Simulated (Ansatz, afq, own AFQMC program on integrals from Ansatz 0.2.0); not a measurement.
Where AFQMC and coupled cluster stand for Ge₂H₂, triplet

```yaml
atoms:
  - { symbol: Ge, position_ang: [0.0000, 0.6973, 0.9706] }
  - { symbol: Ge, position_ang: [0.0000, -0.6897, -0.9962] }
  - { symbol: H, position_ang: [0.0000, 1.6086, 2.2627] }
  - { symbol: H, position_ang: [0.0000, -2.1605, -0.4160] }
```

Connectivity, by distances: GeH–GeH.

Basis cc-pVDZ. Only valence electrons are correlated. Integrals, coupled cluster, full CI and functionals: Ansatz 0.2.0; the random walks run on the same integrals in our own AFQMC program. The CISD trial takes its coefficients from CCSD amplitudes. Released means that phaseless walkers are propagated on without the constraint, phases kept. Uncertainties: one standard error, sampling alone. No spin–orbit coupling.

Determinant: UHF, the one that the program's search chose, which needn't be the lowest solution. The geometry is a point of a scan.

No full CI on the walks' own integrals is used here; CCSDT(Q) serves as the reference and is uncertain by about the last step of the cluster series.

Cautions: no relativity below Rb; no spin-orbit coupling; inner d shell frozen; lower spins were not checked; unrestricted determinant slightly spin contaminated (⟨S²⟩ 2.06 against 2.00).

```
T1 diagnostic                               : 0.0294
weight of the determinant in the CISD state : 0.855
⟨S²⟩ of the determinant                     : 2.058
size of the correlated space                : 10 electrons in 36 orbitals
```

Reference: CCSDT(Q), correlation energy -5.089 eV. The released energy is read at 2.40 1/Eh (meV from the phaseless value at times in 1/Eh: -1 ± 9 at 0.24, -9 ± 11 at 0.51, -1 ± 11 at 0.99, -11 ± 10 at 1.62, -26 ± 14 at 2.40).

```
         level  E − E(reference) (meV)  share of correlation (%)
            HF                  5089.4                      0.00
           MP2                  1249.3                     75.45
          CCSD                   231.5                     95.45
       CCSD(T)                    55.7                     98.90
         CCSDT                    11.4                     99.78
   ph-AFQMC/HF             29.3 ± 45.4                     99.42
 ph-AFQMC/CISD              0.6 ± 10.5                     99.99
released AFQMC            -25.0 ± 14.0                    100.49
```

A walk keeps the symmetry of its determinant, which the program's search chose and which needn't be the lowest solution, so a lower state of the same spin and another symmetry isn't excluded. Released energies are given only where the last usable release times agree within the noise; a slower fall can still hide under it.
